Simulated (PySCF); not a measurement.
Simulated C 1s region for `OC(=O)CC=C` (3-butenoic acid), binding energy against the vacuum level.

Every computed line was given a Gaussian of 0.5 eV full width at half maximum and an area set by the number of equivalent atoms; the highest printed point is 100. Computed with delta-SCF UKS SCAN, pcX-2 on the ionised atom, pcseg-1 elsewhere, spin-free X2C in PySCF.

binding energy (eV), intensity and a bar:
```
    289.7          0 
    289.8          2 #
    289.9          6 ##
    290.0         16 #####
    290.1         34 ##########
    290.2         59 ##################
    290.3         83 #########################
    290.4         95 #############################
    290.5         95 #############################
    290.6         90 ###########################
    290.7         91 ###########################
    290.8         97 #############################
    290.9        100 ##############################
    291.0         95 #############################
    291.1         88 ##########################
    291.2         88 ##########################
    291.3         94 ############################
    291.4         95 ############################
    291.5         82 #########################
    291.6         59 ##################
    291.7         34 ##########
    291.8         16 #####
    291.9          6 ##
    292.0          2 #
    292.1          0 
    292.2          0 
    292.3          0 
    292.4          0 
    292.5          0 
    292.6          0 
    292.7          0 
    292.8          0 
    292.9          0 
    293.0          0 
    293.1          0 
    293.2          0 
    293.3          0 
    293.4          0 
    293.5          0 
    293.6          0 
    293.7          0 
    293.8          0 
    293.9          0 
    294.0          0 
    294.1          0 
    294.2          0 
    294.3          2 #
    294.4          6 ##
    294.5         17 #####
    294.6         35 ###########
    294.7         60 ##################
    294.8         82 #########################
    294.9         89 ###########################
    295.0         78 #######################
    295.1         55 ################
    295.2         31 #########
    295.3         14 ####
    295.4          5 ##
    295.5          1 
    295.6          0
```

How many maxima does the curve show, and how many computed lines lie under it?

The curve has 4 maxima (at 290.4, 290.9, 291.4 and 294.9 eV). Under it lie 4 lines from 4 inequivalent carbon sites.

Decompose the envelope and assign each component. Numbering: `[CH2:1]=[CH:2][CH2:3][C:4](=[O:5])[OH:6]`.

```csv
position (eV),relative area,line,atoms,environment
290.40,1,C 1s,C1,terminal =CH2 carbon
290.89,1,C 1s,C2,alkene CH carbon
291.40,1,C 1s,C3,sp3 carbon next to a carbonyl
294.89,1,C 1s,C4,carboxylic acid carbon
```

Lowest listed C 1s: C1, bonded to C (double bond) and 2 H. Highest, 4.49 eV above it: C4, bonded to O (double bond), O and C. The widest gap between neighbouring values is 3.49 eV, between 291.40 and 294.89 eV. Summing the Pauling electronegativity differences to the bonded atoms, each weighted by its formal bond order, gives -0.70 for the lowest site and +2.67 for the highest; no listed site has a larger sum than the highest.

Shake-up satellites, vibrational structure and lifetime widths aren't simulated. One conformer (not necessarily the lowest) at the GFN2-xTB geometry, without solvent, vibrations or thermal averaging.

Conformer computed: `[CH2:1]=[CH:2][CH2:3][C:4](=[O:5])[OH:6]`: C1–C2–C3–C4 -115°, C2–C3–C4–O5 -75°, H–O6–C4–C3 -178°.
